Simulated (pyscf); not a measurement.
7 gas-phase steps of one pattern: four-centre exchange on the singlet surface, As–H + Ga–H or As–H + H–In or B–H + H–P or Ga–H + H–P or H–In + H–Sb broken and As–Ga + H–H or As–In + H–H or B–P + H–H or Ga–P + H–H or H–H + In–Sb formed. Optimised with ωB97X-D3(BJ)/def2-SVP in PySCF. Electronic energies in kcal/mol, from the separated reactants; ΔE‡ at ωB97M-D3(BJ)/def2-TZVP, beside the barrier at PBE/def2-TZVP on the same structures. Rows were drawn at random from the steps of this pattern with a verified saddle, stable references and no exit in the data more than 5 kcal/mol lower.

| row | step | ΔE‡(PBE) | ΔE‡ |
|---|---|---|---|
| 1 | SbH₃ + InH₃ → H₂In–SbH₂ + H₂ | 12.3 | 21.3 |
| 2 | H₂As–InH₂ + AsH₃ -> H₂As–InH–AsH₂ + H₂ | 17.4 | 25.0 |
| 3 | AsH₃ + InH₃ -> H₂As–InH₂ + H₂ | 15.0 | 23.8 |
| 4 | H₃Si–AsH₂ + GaH₃ → H₃Si–AsH–GaH₂ + H₂ | 9.7 | 17.9 |
| 5 | H₂Ga–AsH₂ + AsH₃ → H₂As–GaH–AsH₂ + H₂ | 15.1 | ? |
| 6 | PH₃ + GaH₃ -> H₂P–GaH₂ + H₂ | 15.4 | 24.8 |
| 7 | PH₃ + BH₃ → H₂B–PH₂ + H₂ | -1.8 | 8.1 |

### Question
Fit ΔE‡ = a + b·ΔE‡(PBE) to the other rows and predict row 5.

### Answer
Over the 6 complete rows the means are +11.3 (ΔE‡(PBE)) and 20.1 (ΔE‡); least squares gives b = 0.93 and a = 9.6 kcal/mol, with residuals of 0.6 kcal/mol (root mean square; largest 0.9, row 6). For row 5: 9.6 + 0.93 × (+15.1) = 23.6 kcal/mol. The computed barrier is 22.6 kcal/mol, 1.0 under the line. The line follows the complete rows closely. Each barrier is that of the saddle found. Elements up to Kr have no core potential and no relativistic terms here. Elements past Kr carry the def2 core potentials, without spin-orbit coupling.
